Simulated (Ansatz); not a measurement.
The same path of C3H5N (9 atoms, charge 0, multiplicity 1) was run twice with different band settings. The coordinate that changes most is the height of N1 over the plane of its neighbours.

The calculation used RKS B3LYP-D4/def2-SVP (Ansatz 0.2.0).

Relaxed end points:

```xyz
9
Properties=species:S:1:pos:R:3
N -0.186 1.274 -0.660
C 0.473 0.059 -0.238
C -0.256 -1.176 0.232
C 0.315 -0.446 1.154
H -0.290 1.293 -1.676
H -1.124 1.331 -0.262
H 1.447 -0.043 -0.745
H -0.880 -2.033 -0.016
H 0.502 -0.258 2.211
```

```xyz
9
Properties=species:S:1:pos:R:3
N -0.397 0.985 -0.982
C 0.402 -0.039 -0.348
C -0.245 -1.219 0.291
C 0.321 -0.382 1.120
H 0.122 1.862 -1.044
H -1.239 1.172 -0.438
H 1.355 -0.169 -0.886
H -0.847 -2.115 0.138
H 0.527 -0.095 2.150
```

Common settings: movable images 5; climbing image yes; optimiser quadratic models (default); start path through a guess of the saddle point; force threshold 0.03 eV/Å; iteration limit 60; end points relaxed.

| run | spring |
| --- | --- |
| 1 | 5.0 eV/Å² |
| 2 | 50.0 eV/Å² |

Q: What does each run give, and how far can it be trusted?

A: Run 1: converged after 11 iterations, highest image 0.153 eV above the first end. A vibrational analysis at the climbing image gives one clearly imaginary mode, 602i cm⁻¹: a first-order saddle point.
Run 2: converged after 10 iterations, highest image 0.153 eV above the first end. Another band between the same ends (5 images) ends at a top of the same energy, where a vibrational analysis finds 1 clearly imaginary mode.
